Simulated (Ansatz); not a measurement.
Consider the substitution at a C–C bond: `CC1=C(O)C1` + H–F → `OC1=C(F)C1` + CH₄.

Program: Ansatz. Geometries: PBE0-D4/def2-TZVP. ΔE: electronic, gas phase. CBS: MP2 limit from def2 TZ/QZ plus the TZ coupled-cluster correction, frozen cores. This one scheme is used for every species. Functionals use def2-TZVPP. One conformer a species, not always the lowest.

CCSD(T)/CBS gives +85.1 kJ/mol.

(1) Another level gave +71.7 kJ/mol. Which?
A. MP2/def2-TZVPP
B. CCSD/def2-TZVPP
C. PBE0/def2-TZVPP
D. PBE-D4/def2-TZVPP

Largest T1 diagnostic among the species: 0.012.

Results:

(1) C. PBE0 71.7, PBE-D4 67.1, MP2/def2-TZVPP 91.1, CCSD/def2-TZVPP 80.2 kJ/mol.

From PBE to PBE0 (25 % exact exchange), in def2-TZVPP and without D4, ΔE moves by +8.2 kJ/mol. The D4 term adds +5.6 kJ/mol with B3LYP and +3.2 kJ/mol with PBE0; it sums over pairs of atoms, weighted by their polarisabilities, and B3LYP, whose exchange is more repulsive, gets the larger term. In def2-TZVPP, CCSD(T) changes the Hartree–Fock value by +8.9 kJ/mol (the triples alone add −0.3 kJ/mol) and MP2 by +20.0 kJ/mol.

B3LYP here is the variant with VWN-RPA as its local correlation; programs differ in this.
